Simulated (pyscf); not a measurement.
Thermochemistry of product channels of H₂Al–Cl + ammonia (NH₃) on the singlet surface, in kcal/mol, from ωB97M-D3(BJ)/def2-TZVP energies (ideal gas, 1 atm, RRHO with modes under 100 cm⁻¹ raised to 100, one conformer, R ln 2 for rigid chiral ones). Optimised with ωB97X-D3(BJ)/def2-SVP in PySCF.

| products | ΔE | ΔH(298 K) | ΔG(298 K) | ΔG(900 K) |
|---|---|---|---|---|
| hydrogen chloride (HCl) + H₂N–AlH₂ | (withheld) | +14.5 | +15.0 | +15.2 |
| H₂N–AlH–Cl + hydrogen (H₂) | -18.9 | -21.5 | -19.9 | -18.5 |

What belongs in the gaps?


- hydrogen chloride (HCl) + H₂N–AlH₂, ΔE: +16.5

These are energies of the channels, which say nothing of barriers.
